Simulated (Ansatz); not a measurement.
Relaxation of CH4NS (7 atoms, charge -1, multiplicity 1), to a largest force component of 0.015 eV/Å in at most 40 steps.

Method: RKS r2SCAN-D4/def2-SVPD (Ansatz).

```xyz
7
Properties=species:S:1:pos:R:3:forces:R:3
N -0.596 0.539 -0.567 -0.33 0.55 -0.38
C 0.457 0.035 0.322 0.24 -0.35 0.26
S 0.364 -1.725 0.702 0.03 -0.41 0.12
H -0.128 0.981 -1.358 -0.24 0.02 -0.17
H -1.057 1.302 -0.073 -0.24 0.03 -0.18
H 0.399 0.616 1.255 0.23 0.09 0.22
H 1.420 0.257 -0.161 0.31 0.06 0.12
```

Problem. Where does it end, and by what steps?

Solution. It converged. Limits of this set-up: the dipole of an ion depends on the origin. After 19 steps the energy has fallen by 0.516 eV; H4 moved furthest, 1.59 Å.

```json
{"step": "0", "energy less start (eV)": "0.0000", "largest force component (eV/Å)": "0.547", "accepted": "yes"}
{"step": "1", "energy less start (eV)": "-0.0431", "largest force component (eV/Å)": "0.253", "accepted": "yes"}
{"step": "2", "energy less start (eV)": "-0.0477", "largest force component (eV/Å)": "0.141", "accepted": "yes"}
{"step": "3", "energy less start (eV)": "-0.0485", "largest force component (eV/Å)": "0.049", "accepted": "yes"}
{"step": "4", "energy less start (eV)": "-0.0511", "largest force component (eV/Å)": "0.080", "accepted": "yes"}
{"step": "5", "energy less start (eV)": "-0.0834", "largest force component (eV/Å)": "0.143", "accepted": "yes"}
{"step": "6", "energy less start (eV)": "-0.1558", "largest force component (eV/Å)": "0.224", "accepted": "yes"}
{"step": "7", "energy less start (eV)": "-0.2117", "largest force component (eV/Å)": "0.404", "accepted": "yes"}
{"step": "8", "energy less start (eV)": "-0.1813", "largest force component (eV/Å)": "2.080", "accepted": "no"}
{"step": "9", "energy less start (eV)": "-0.2496", "largest force component (eV/Å)": "0.180", "accepted": "yes"}
{"step": "10", "energy less start (eV)": "-0.2810", "largest force component (eV/Å)": "0.157", "accepted": "yes"}
{"step": "11", "energy less start (eV)": "-0.3105", "largest force component (eV/Å)": "0.125", "accepted": "yes"}
{"step": "12", "energy less start (eV)": "-0.3274", "largest force component (eV/Å)": "0.188", "accepted": "yes"}
{"step": "13", "energy less start (eV)": "-0.3434", "largest force component (eV/Å)": "0.153", "accepted": "yes"}
{"step": "14", "energy less start (eV)": "-0.3449", "largest force component (eV/Å)": "0.987", "accepted": "yes"}
{"step": "15", "energy less start (eV)": "-0.4259", "largest force component (eV/Å)": "0.403", "accepted": "yes"}
{"step": "16", "energy less start (eV)": "-0.4882", "largest force component (eV/Å)": "0.240", "accepted": "yes"}
{"step": "17", "energy less start (eV)": "-0.5083", "largest force component (eV/Å)": "0.158", "accepted": "yes"}
{"step": "18", "energy less start (eV)": "-0.5156", "largest force component (eV/Å)": "0.056", "accepted": "yes"}
{"step": "19", "energy less start (eV)": "-0.5157", "largest force component (eV/Å)": "0.013", "accepted": "yes"}
```

```xyz
7
Properties=species:S:1:pos:R:3
N -0.244 0.923 -0.660
C 0.608 0.113 0.233
S -0.279 -1.046 1.338
H -0.920 1.383 -0.045
H -0.832 0.250 -1.158
H 1.213 0.822 0.827
H 1.313 -0.439 -0.415
```

Whether the end is a true minimum wasn't checked by a vibrational analysis.

The run took 45 s on 2 threads of Intel(R) Xeon(R) Platinum 8259CL CPU @ 2.50GHz (Skylake/Cascade Lake) (shared host), peak memory 0.2 GiB.
